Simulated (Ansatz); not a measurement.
System: fcc Ir. Method: HSE06 in Ansatz (PAW).

Settings: plane-wave cutoff 500 eV, 12×12×12 k mesh, Fermi–Dirac smearing 0.1 eV, no spin polarisation, scalar-relativistic PAW data made under PBE.

Computed at the level's own relaxed cell.

Q: Predict the volume per atom and lattice constant a.

A: 
volume per atom: 13.96 Å³/atom
lattice constant a: 3.822 Å

Measured, for comparison: equilibrium volume per atom 14.06 Å³/atom, lattice constant a 3.831 Å (static lattice: zero-point anharmonic expansion removed; as tabulated in Mejia-Rodriguez and Trickey (2018), arXiv:1807.09216). Computed (rounded) less measured: equilibrium volume per atom -0.7 %, lattice constant a -0.2 %.

Note: exact exchange on metals is sensitive to the k mesh and can open a false gap; the run warned that the count of filled bands differs between k points.

Spin–orbit coupling is not included.

The computed numbers hold no vibrational or temperature effects.

Ansatz is a quantum-chemistry and plane-wave program.
